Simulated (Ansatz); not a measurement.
A run for Ansatz (a quantum-chemistry and plane-wave program): R-CCSD(T)/aug-cc-pVTZ on F2 (SMILES FF).

Ansatz 0.2 input:
```yaml
crystal:
  periodic: [false, false, false]
  atoms:
    - {symbol: F, position_ang: [0.00000000, 0.78568800, 0.00000000]}
    - {symbol: F, position_ang: [0.00000000, 2.20564800, 0.00000100]}
basis:
  gaussian:
    orbitals: aug-cc-pVTZ
magnetization: {spin_polarized: false}
correlation: {method: ccsd_t, electrons: outside_noble_gas}
scf: {lower_state_search: off}
```

The log:

```
WARN ansatz: RAYON_NUM_THREADS=1 ignored (pool sized by the plan → 1); use --threads N
Functional definition: HF
these checks for a lower state are left out or cut short: stability, starts, cluster_reference, orbital_swaps, neighbouring_geometries, increment
integrals: 0.08 GiB planned
589 factors; integrals over basis functions are off by at most 1.3e-3 eV
mean field: 0.13 GiB planned
mean field evaluation 1: about -5407.8074 eV, gradient 2.0e1 eV
mean field evaluation 2: about -5407.8082 eV, gradient 2.0e1 eV
mean field evaluation 4: about -5408.3595 eV, gradient 1.1e0 eV
mean field evaluation 8: about -5408.3624 eV, gradient 7.4e-6 eV
mean field -5408.36242267 eV, -198.7536531133 hartree, gradient 1.2e-6 eV, S^2 0.000000; 0 other end points of the search recorded, 0 dependent functions left out
2 core orbitals not correlated
reference -5408.36242267 eV, -198.7536531133 hartree; 7, 7 occupied and 83, 83 virtual orbitals, 589 factors
second order -14.61355878 eV of doubles, -0.00000000 eV of singles
coupled cluster: 0.22 GiB planned
cycle   1  -14.20152088 eV  change    4.1e-1 eV  update   7.8e-2
cycle   2  -14.60609062 eV  change   -4.0e-1 eV  update   2.7e-2
cycle   3  -14.69468550 eV  change   -8.9e-2 eV  update   1.1e-2
cycle   4  -14.68625015 eV  change    8.4e-3 eV  update   2.3e-3
cycle   5  -14.68947153 eV  change   -3.2e-3 eV  update   1.0e-3
cycle   6  -14.68964375 eV  change   -1.7e-4 eV  update   4.1e-4
cycle   7  -14.68961651 eV  change    2.7e-5 eV  update   1.7e-4
cycle   8  -14.68957491 eV  change    4.2e-5 eV  update   5.8e-5
cycle   9  -14.68953913 eV  change    3.6e-5 eV  update   1.8e-5
cycle  10  -14.68953555 eV  change    3.6e-6 eV  update   5.3e-6
perturbative correction -0.54846084 eV, -0.0201555640 hartree
Total energy: -5423.60041905 eV, -199.3136391518 hartree
Checks for a lower state left out: stability, starts, cluster_reference, orbital_swaps, neighbouring_geometries, increment
```

Self-consistency was reached.

Cost: around 1.2 core-seconds (rough).
